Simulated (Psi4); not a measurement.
**BH3Cl− (SMILES [BH3-]Cl): a chain of runs**

We compute a structure relaxation (r2SCAN/def2-TZVP), then vibrational wavenumbers of BH3Cl−. 

The calculation is run with Psi4 1.11.

## 1. Starting point

The species is BH3Cl− (5 atoms), meant as a singlet with charge -1. SMILES: `[BH3-]Cl`. Geometry: relaxed at GFN2-xTB. The run starts from this shape.

Bond lengths: B1–Cl2 1.873 Å, B1–H3 1.208 Å, B1–H4 1.208 Å, B1–H5 1.208 Å. Angles: Cl2–B1–H3 106.7°, Cl2–B1–H4 106.7°, Cl2–B1–H5 106.7°, H3–B1–H4 112.0°, H3–B1–H5 112.2°, H4–B1–H5 112.1°.

## 2. A structure relaxation at r2SCAN/def2-TZVP (density fitting) (run 1)

input.inp

```
memory 1.6 GB

molecule system {
  -1 1
  B      0.082390    -0.047870     0.135930
  Cl    -0.845860     0.496450    -1.396970
  H      1.223080    -0.254620    -0.203070
  H     -0.460100    -1.051350     0.532730
  H      0.000500     0.857390     0.931390
}

set {
  basis        def2-TZVP
  reference    rks
  geom_maxiter 60
}

opt("r2scan")
```

The run is started by

```console
psi4 -i input.inp -o input.out -n 1
```

input.out:

```text
Psi4 1.11 release

gradient() will perform analytic gradient computation.

   => Loading Basis Set <=

    Name: DEF2-TZVP
    Role: ORBITAL
    Keyword: BASIS

         ---------------------------------------------------------
                                   SCF
                              RKS Reference
                        1 Threads,   1525 MiB Core
         ---------------------------------------------------------

  ==> Geometry <==

    Molecular point group: c1
    Full point group: C1

    Geometry (in Angstrom), charge = -1, multiplicity = 1:

       Center              X                  Y                   Z               Mass
    ------------   -----------------  -----------------  -----------------  -----------------
         B            0.651804548417    -0.382168680762     1.076368563879    11.009305360000
         CL          -0.276445451583     0.162151319238    -0.456531436121    34.968852682000
         H            1.792494548417    -0.588918680762     0.737368563879     1.007825032230
         H            0.109314548417    -1.385648680762     1.473168563879     1.007825032230
         H            0.569914548417     0.523091319238     1.871828563879     1.007825032230

  Running in c1 symmetry.

  Rotational constants: A =      4.16713  B =      0.41831  C =      0.41826 [cm^-1]
  Rotational constants: A = 124927.41067  B =  12540.64388  C =  12539.01112 [MHz]
  Nuclear repulsion =   42.159747933462555

  Charge       = -1
  Multiplicity = 1
  Electrons    = 26
  Nalpha       = 13
  Nbeta        = 13

  ==> Algorithm <==

  SCF Algorithm Type is DF.
  DIIS enabled.
  MOM disabled.
  Fractional occupation disabled.
  Guess Type is SAD.
  Energy threshold   = 1.00e-08
  Density threshold  = 1.00e-08
  Integral threshold = 1.00e-12

  ==> Primary Basis <==

  Basis Set: DEF2-TZVP
    Blend: DEF2-TZVP
    Number of shells: 36
    Number of basis functions: 86
    Number of Cartesian functions: 96
    Spherical Harmonics?: true
    Max angular momentum: 3

  ==> DFT Potential <==

   => LibXC <=

    Version 7.1.2

   => Composite Functional: R2SCAN <=

    r2SCAN Meta-GGA XC Functional  (0.1021/acs.jpclett.0c02405)

    Deriv               =              1
    GGA                 =           TRUE
    Meta                =           TRUE

    Exchange Hybrid     =          FALSE
    MP2 Hybrid          =          FALSE

   => Exchange Functionals <=

    1.0000   XC_MGGA_X_R2SCAN

   => Correlation Functionals <=

    1.0000   XC_MGGA_C_R2SCAN

   => LibXC Density Thresholds  <==

    XC_MGGA_C_R2SCAN:  1.00E-15
    XC_MGGA_X_R2SCAN:  1.00E-11

   => Molecular Quadrature <=

    Radial Scheme          =       TREUTLER
    Pruning Scheme         =           NONE
    Nuclear Scheme         =       TREUTLER

    Blocking Scheme        =         OCTREE
    BS radius alpha        =              1
    Pruning alpha          =              1
    Radial Points          =             75
    Spherical Points       =            302
    Total Points           =         109016
    Total Blocks           =            879
    Max Points             =            256
    Max Functions          =             86
    Weights Tolerance      =       1.00E-15

   => Loading Basis Set <=

    Name: (DEF2-TZVP AUX)
    Role: JKFIT
    Keyword: DF_BASIS_SCF

  ==> Integral Setup <==

  DFHelper Memory: AOs need 0.016 GiB; user supplied 0.524 GiB.
  SCF_SUBTYPE=INCORE selected. In-core MEM_DF algorithm will be used.
  Using in-core AOs.

  ==> MemDFJK: Density-Fitted J/K Matrices <==

    J tasked:                   Yes
    K tasked:                    No
    wK tasked:                   No
    Memory [MiB]:               536
    Algorithm:                 Core
    Schwarz Cutoff:           1E-12
    Mask sparsity (%):       0.1352
    Fitting Condition:        1E-10

   => Auxiliary Basis Set <=

  Basis Set: (DEF2-TZVP AUX)
    Blend: DEF2-UNIVERSAL-JKFIT
    Number of shells: 81
    Number of basis functions: 257
    Number of Cartesian functions: 304
    Spherical Harmonics?: true
    Max angular momentum: 4

  Cached 100.0% of DFT collocation blocks in 0.593 [GiB].

  Minimum eigenvalue in the overlap matrix is 3.0911003042E-03.
  Reciprocal condition number of the overlap matrix is 5.0251956437E-04.
    Using symmetric orthogonalization.

  ==> Pre-Iterations <==

  SCF Guess: Superposition of Atomic Densities via on-the-fly atomic UHF (no occupation information).

   -------------------------
    Irrep   Nso     Nmo
   -------------------------
     A         86      86
   -------------------------
    Total      86      86
   -------------------------

  ==> Iterations <==

                           Total Energy        Delta E     RMS |[F,P]|

   @DF-RKS iter SAD:  -486.40107232531415   -4.86401e+02   0.00000e+00
   @DF-RKS iter   1:  -486.61029185664313   -2.09220e-01   7.80117e-03 ADIIS/DIIS
   @DF-RKS iter   2:  -486.48841995179527    1.21872e-01   8.82106e-03 ADIIS/DIIS
   @DF-RKS iter   3:  -486.88665656985523   -3.98237e-01   1.13906e-03 ADIIS/DIIS
   @DF-RKS iter   4:  -486.89106035912243   -4.40379e-03   2.93175e-04 ADIIS/DIIS
   @DF-RKS iter   5:  -486.89139022739352   -3.29868e-04   7.93744e-05 DIIS
   @DF-RKS iter   6:  -486.89141240115021   -2.21738e-05   2.65696e-05 DIIS
   @DF-RKS iter   7:  -486.89141512907588   -2.72793e-06   2.94486e-06 DIIS
   @DF-RKS iter   8:  -486.89141516892136   -3.98455e-08   4.56213e-07 DIIS
   @DF-RKS iter   9:  -486.89141516987462   -9.53264e-10   8.79567e-08 DIIS
   @DF-RKS iter  10:  -486.89141516992061   -4.59863e-11   8.83013e-09 DIIS
  Energy and wave function converged.

  ==> Post-Iterations <==

[... 34 lines left out ...]
    One-Electron Energy =                -760.4935564719633021
[... 3 lines left out ...]
    VV10 Nonlocal Energy =                  0.0000000000000000
[... 17 lines left out ...]
 Dipole Z            :         -4.1991867            3.2185326           -0.9806542
[... 128 lines left out ...]
	   Step    Total Energy     Delta E     Max Force     RMS Force      Max Disp      RMS Disp   ~
[... 141 lines left out ...]
   @DF-RKS iter   0:  -486.87860886590965   -4.86879e+02   8.35596e-04
[... 3 lines left out ...]
   @DF-RKS iter   4:  -486.89345010399620   -7.12383e-07   6.38096e-06 DIIS
[... 3 lines left out ...]
   @DF-RKS iter   8:  -486.89345029762052   -5.85487e-12   3.03301e-09 DIIS
[... 17 lines left out ...]
    Nuclear Repulsion Energy =             41.0334255346704992
[... 3 lines left out ...]
    Empirical Dispersion Energy =           0.0000000000000000
[... 17 lines left out ...]
 Dipole Y            :          1.5328006           -1.1859577            0.3468429
[... 93 lines left out ...]
	Measures of convergence in internal coordinates in au.
[... 107 lines left out ...]
                           Total Energy        Delta E     RMS |[F,P]|
[... 4 lines left out ...]
   @DF-RKS iter   3:  -486.89360741371786   -1.89707e-05   5.77168e-06 DIIS
[... 3 lines left out ...]
   @DF-RKS iter   7:  -486.89360751423965   -3.24007e-11   1.11003e-08 DIIS
[... 14 lines left out ...]
  @DF-RKS Final Energy:  -486.89360751423976
[... 6 lines left out ...]
    DFT Exchange-Correlation Energy =     -33.5990698443106268
[... 17 lines left out ...]
 Dipole X            :         -2.6242991            2.0404506           -0.5838485
[... 92 lines left out ...]
	                                 ==> Convergence Check <==
[... 78 lines left out ...]
    Weights Tolerance      =       1.00E-15
[... 29 lines left out ...]
   @DF-RKS iter   2:  -486.89362621625361    4.55480e-07   2.80516e-05 DIIS
[... 3 lines left out ...]
   @DF-RKS iter   6:  -486.89362947481794   -4.50768e-11   1.65837e-08 DIIS
[... 14 lines left out ...]
  @DF-RKS Final Energy:  -486.89362947481925
[... 6 lines left out ...]
    DFT Exchange-Correlation Energy =     -33.5984705007191664
[... 17 lines left out ...]
 Dipole X            :         -2.6212337            2.0422071           -0.5790266
[... 92 lines left out ...]
	                                 ==> Convergence Check <==
[... 78 lines left out ...]
    Weights Tolerance      =       1.00E-15
[... 23 lines left out ...]
   @DF-RKS iter   2:  -486.89364230456295    7.36651e-07   2.63118e-05 DIIS
[... 3 lines left out ...]
   @DF-RKS iter   6:  -486.89364518564469   -2.18279e-11   1.13240e-08 DIIS
[... 14 lines left out ...]
  @DF-RKS Final Energy:  -486.89364518564565
[... 6 lines left out ...]
    DFT Exchange-Correlation Energy =     -33.5984759762066147
[... 17 lines left out ...]
 Dipole X            :         -2.6130554            2.0393112           -0.5737442
[... 92 lines left out ...]
	                                 ==> Convergence Check <==
[... 78 lines left out ...]
    Weights Tolerance      =       1.00E-15
[... 23 lines left out ...]
   @DF-RKS iter   2:  -486.89364899105499    1.68261e-07   1.26607e-05 DIIS
[... 3 lines left out ...]
   @DF-RKS iter   6:  -486.89364964070586   -5.85487e-12   5.35960e-09 DIIS
[... 17 lines left out ...]
    Nuclear Repulsion Energy =             40.5183268502262521
[... 3 lines left out ...]
    Empirical Dispersion Energy =           0.0000000000000000
[... 17 lines left out ...]
 Dipole Y            :          1.5306534           -1.1955008            0.3351526
[... 93 lines left out ...]
	Measures of convergence in internal coordinates in au.
[... 96 lines left out ...]
                           Total Energy        Delta E     RMS |[F,P]|
[... 4 lines left out ...]
   @DF-RKS iter   3:  -486.89365013319139   -3.54049e-08   2.66884e-07 DIIS
[... 3 lines left out ...]
  Energy and wave function converged.
[... 26 lines left out ...]
    Final Occupation by Irrep:
              A
    DOCC [    13 ]
    NA   [    13 ]
    NB   [    13 ]

  @DF-RKS Final Energy:  -486.89365013348993

   => Energetics <=

    Nuclear Repulsion Energy =             40.5093165737157435
    One-Electron Energy =                -757.1964583067385774
    Two-Electron Energy =                 263.3914566823533505
    DFT Exchange-Correlation Energy =     -33.5979650828204370
    Empirical Dispersion Energy =           0.0000000000000000
    VV10 Nonlocal Energy =                  0.0000000000000000
    Total Energy =                       -486.8936501334899276

Computation Completed

Properties will be evaluated at   0.000000,   0.000000,   0.000000 [a0]

Properties computed using the SCF density matrix

 Multipole Moments:

 ------------------------------------------------------------------------------------
     Multipole            Electronic (a.u.)      Nuclear  (a.u.)        Total (a.u.)
 ------------------------------------------------------------------------------------

 L = 1.  Multiply by 2.5417464519 to convert [e a0] to [Debye]
 Dipole X            :         -2.6077005            2.0370948           -0.5706056
 Dipole Y            :          1.5302302           -1.1953941            0.3348361
 Dipole Z            :         -4.3077113            3.3651158           -0.9425954
 Magnitude           :                                                    1.1516042

 ------------------------------------------------------------------------------------

	total time  =          5 seconds =       0.08 minutes

         ------------------------------------------------------------
                                   SCF GRAD
         ------------------------------------------------------------

  ==> Geometry <==

    Molecular point group: c1
    Full point group: C1

    Geometry (in Angstrom), charge = -1, multiplicity = 1:

       Center              X                  Y                   Z               Mass
    ------------   -----------------  -----------------  -----------------  -----------------
         B            0.685047551928    -0.402033288657     1.131644182626    11.009305360000
         CL          -0.290217925440     0.170316543479    -0.479416883487    34.968852682000
         H            1.839843732181    -0.611198906855     0.794924054506     1.007825032230
         H            0.140204576827    -1.416345533713     1.537848824996     1.007825032230
         H            0.606402822623     0.509754318664     1.939835826192     1.007825032230

  Nuclear repulsion =   40.509316573715743

   => Molecular Quadrature <=

    Radial Scheme          =       TREUTLER
    Pruning Scheme         =           NONE
    Nuclear Scheme         =       TREUTLER

    Blocking Scheme        =         OCTREE
    BS radius alpha        =              1
    Pruning alpha          =              1
    Radial Points          =             75
    Spherical Points       =            302
    Total Points           =         109073
    Total Blocks           =            874
    Max Points             =            256
    Max Functions          =             86
    Weights Tolerance      =       1.00E-15

  -Total Gradient:
     Atom            X                  Y                   Z
    ------   -----------------  -----------------  -----------------
       1        0.000099015099    -0.000067301776     0.000167195762
       2        0.000116083094    -0.000067274192     0.000189597918
       3        0.000106719235    -0.000063464581     0.000193479993
       4        0.000117058217    -0.000058075634     0.000187247649
       5        0.000115628987    -0.000071674025     0.000182706911

	total time  =          2 seconds =       0.03 minutes

    			-----------------------------------------

    			 OPTKING 3.0: for geometry optimizations

    			        with contributions from

    			-----------------------------------------

	                            ===> Fragment 1 <==

	 Z (Atomic Numbers)          Masses                          Geom
	       5.000000            11.009305          1.29455226 -0.75973281  2.13849758
	      17.000000            34.968853         -0.54843240  0.32185162 -0.90596661
	       1.000000             1.007825          3.47680077 -1.15499854  1.50218875
	       1.000000             1.007825          0.26494825 -2.67650516  2.90611310
	       1.000000             1.007825          1.14593526  0.96329605  3.66575844

	 - Coordinate -           - BOHR/RAD -       - ANG/DEG -
	 R(1,2)           =         3.719567           1.968310
	 R(1,3)           =         2.307235           1.220936
	 R(1,4)           =         2.307235           1.220936
[... 18 lines of this table left out ...]
	 O(5,1,3,4)       =        -0.846544         -48.503417

	        --- Internal Coordinate Step in ANG or DEG, aJ/ANG or AJ/DEG ---
	-------------------------------------------------------------------------------
	           Coordinate      Previous         Force          Change          New
	           ----------      --------        ------          ------        ------
	               R(1,2)       1.96831        0.00006        0.00008       1.96839
	               R(1,3)       1.22094        0.00006        0.00001       1.22095
	               R(1,4)       1.22094        0.00007        0.00001       1.22095
[... 18 lines of this table left out ...]
	           O(5,1,3,4)     -48.50342        0.00000        0.01195     -48.49146
	-------------------------------------------------------------------------------

	                                 ==> Convergence Check <==

	Measures of convergence in internal coordinates in au.

	Criteria marked as inactive (o), active & met (*), and active & unmet ( ).

	----------------------------------------------------------------------------------------------
	   Step    Total Energy     Delta E     Max Force     RMS Force      Max Disp      RMS Disp
	----------------------------------------------------------------------------------------------
	  Convergence Criteria     1.00e-06 *    3.00e-04 *             o    1.20e-03 *             o
	----------------------------------------------------------------------------------------------
	     7    -486.89365013   -4.93e-07 *    7.93e-06 *    3.46e-06 o    2.09e-04 *    1.04e-04 o  ~
	----------------------------------------------------------------------------------------------

Next Geometry in Ang
	Fragment 1 (Ang)

	    B   0.6850835857  -0.4020479376   1.1317020404
	   Cl  -0.2902230283   0.1703185040  -0.4794272001
	    H   1.8398639959  -0.6112021154   0.7948851763
	    H   0.1401747424  -1.4163680430   1.5378355912
	    H   0.6063814625   0.5097927250   1.9398403971

    Final optimized geometry and variables:
    Molecular point group: c1
    Full point group: C1

    Geometry (in Angstrom), charge = -1, multiplicity = 1:

    B            0.685047551928    -0.402033288657     1.131644182626
    CL          -0.290217925440     0.170316543479    -0.479416883487
    H            1.839843732181    -0.611198906855     0.794924054506
    H            0.140204576827    -1.416345533713     1.537848824996
    H            0.606402822623     0.509754318664     1.939835826192

    Psi4 run time: 0:00:59.12

[set-up sections that repeat, and orbital energies of the middle runs, are left out above]
```

On the terminal:

```text
Optimizer: Optimization complete!
```

Wall time 61 s (1 thread of Intel Xeon Platinum 8259CL at 2.50GHz (Skylake/Cascade Lake), shared host); peak memory 0.86 GiB.

The path in brief:

| step | energy from the first frame kept (eV) | largest force (eV/Å) |
| --- | --- | --- |
| 0 | 0.0000 | 1.2432 |
| 1 | -0.0554 | 0.3534 |
| 2 | -0.0597 | 0.1621 |
| 3 | -0.0603 | 0.0948 |
| 4 | -0.0607 | 0.0258 |
| 5 | -0.0608 | 0.0159 |
| 6 | -0.0608 | 0.0119 |

After the run. Bond lengths: B1–Cl2 1.968 Å, B1–H3 1.221 Å, B1–H4 1.221 Å, B1–H5 1.221 Å. Angles: Cl2–B1–H3 107.0°, Cl2–B1–H4 107.0°, Cl2–B1–H5 107.0°, H3–B1–H4 111.8°, H3–B1–H5 111.8°, H4–B1–H5 111.8°.

## 3. Vibrational wavenumbers at r2SCAN/def2-TZVP (density fitting) (run 2)

calc.dat

```
memory 1.6 GB

molecule {
  -1 1
  B      0.115633    -0.067735     0.191206
  Cl    -0.859632     0.504615    -1.419855
  H      1.270429    -0.276900    -0.145515
  H     -0.429210    -1.082047     0.597410
  H      0.036988     0.844053     0.999397
}

set basis def2-TZVP
set reference rks
set t 298.15
set rotational_symmetry_number 3

e, wfn = frequencies("r2scan", return_wfn=True)
```

The run is started by

```console
psi4 -i calc.dat -o calc.out -n 1
```

calc.out, shortened:

```text
[...]
  Running in c1 symmetry.
[...]
  Nuclear repulsion =   40.509323926283805
[...]
  Multiplicity = 1
[...]
  Nalpha       = 13
  Nbeta        = 13
[...]
    Number of basis functions: 86
[...]
   @DF-RKS iter   1:  -486.63401655029043   -2.98467e-01   7.42841e-03 ADIIS/DIIS
[...]
   @DF-RKS iter  10:  -486.89364956489123   -5.27507e-11   9.57084e-09 DIIS
[...]
  @DF-RKS Final Energy:  -486.89364956489123
   => Energetics <=
    Nuclear Repulsion Energy =             40.5109401033639216
    One-Electron Energy =                -757.1998517367580916
    Two-Electron Energy =                 263.3933935608042702
    DFT Exchange-Correlation Energy =     -33.5981314923014054
    Empirical Dispersion Energy =           0.0000000000000000
    VV10 Nonlocal Energy =                  0.0000000000000000
    Total Energy =                       -486.8936495648912341
[...]
  -Total Gradient:
     Atom            X                  Y                   Z
    ------   -----------------  -----------------  -----------------
       1        0.000149430396     0.000333527374     0.000334999709
       2        0.000133988923    -0.000002863884     0.000205116585
       3        0.000114565280    -0.000024543487     0.000201974095
       4        0.000035460787    -0.000225907060     0.000334575522
       5        0.000124236708    -0.000401279347    -0.000155366240
[...]
  ==> Harmonic Vibrational Analysis <==
[...]
  Freq [cm^-1]                 495.7703            833.7950            835.2366
[...]
  IR activ [km/mol]            41.7281              2.6179              2.6203
[...]
  Freq [cm^-1]                1129.3147           1168.1185           1169.3874
[...]
  IR activ [km/mol]            225.0843            17.5570             17.5654
[...]
  Freq [cm^-1]                2362.5540           2394.0990           2394.3098
[...]
  IR activ [km/mol]            193.6064            366.6586            366.6195
[...]
  Total E_0, Enthalpy at 0 [K]                                                         -486.86452926 [Eh]
[...]
  Total H, Enthalpy at  298.15 [K]                                                     -486.86032674 [Eh]
[...]
  Total G, Gibbs energy at  298.15 [K]                                                 -486.88746866 [Eh]
[...]
```

Standard output:

```text
Warning: used thermodynamics relations inappropriate for low-frequency modes: ['495.7703']
```

It took 4.2 min on 1 thread of Intel Xeon Platinum 8259CL at 2.50GHz (Skylake/Cascade Lake), shared host; peak memory 0.86 GiB.

## 4. Summary of results

| quantity | value |
| --- | --- |
| run 1, r2SCAN/def2-TZVP: total energy at the end | -486.89365 Eh |
| run 1, r2SCAN/def2-TZVP: HOMO energy | -0.85 eV |
| run 1, r2SCAN/def2-TZVP: LUMO energy | 6.26 eV |
| run 1, r2SCAN/def2-TZVP: HOMO–LUMO gap (to an unbound level, set by the basis) | 7.11 eV |
| run 2, r2SCAN/def2-TZVP: lowest harmonic wavenumber | 496 cm⁻¹ |
| run 2, r2SCAN/def2-TZVP: highest harmonic wavenumber | 2394 cm⁻¹ |
| run 2, r2SCAN/def2-TZVP: zero-point energy | 76.5 kJ/mol |
| run 2, r2SCAN/def2-TZVP: ideal-gas entropy at 298.15 K (symmetry number 3 as used) | 57.1 cal/(mol K) |

The optimisation (run 1, r2SCAN/def2-TZVP) took 7 steps and changed the energy by -0.061 eV. All 9 modes (run 2, r2SCAN/def2-TZVP) are real, so the shape is a minimum at this level.
